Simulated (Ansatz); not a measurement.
C2H7N, SMILES `CNC` (charge 0, multiplicity 1).

Cartesian coordinates (Å):
```xyz
10

C      1.1531     0.3588     0.0392
N      0.1421    -0.6527     0.2427
C     -1.1572    -0.2491    -0.2428
H      1.3127     0.5032    -1.0335
H      2.1006     0.0319     0.4722
H      0.8963     1.3426     0.4689
H      0.0837    -0.8863     1.2249
H     -1.1205    -0.1370    -1.3305
H     -1.8964    -1.0198    -0.0157
H     -1.5144     0.7083     0.1746
```
Charge 0, multiplicity 1.

Frozen-core energies in 6-31g from Ansatz (a program for electronic structure) at a geometry from PBE0-D3(BJ)/def2-TZVP; the HF reference has <S^2> = 0.00 and the T1 diagnostic is 0.007.

```csv
level,energy (Ha),difference from CCSDT(Q) (mHa)
HF,-134.17712,339.10
MP2,-134.47096,45.26
CCSD,-134.50865,7.57
CCSD(T),-134.51515,1.07
CCSDT,-134.51565,0.57
CCSDT(Q),-134.51622,0.00
```
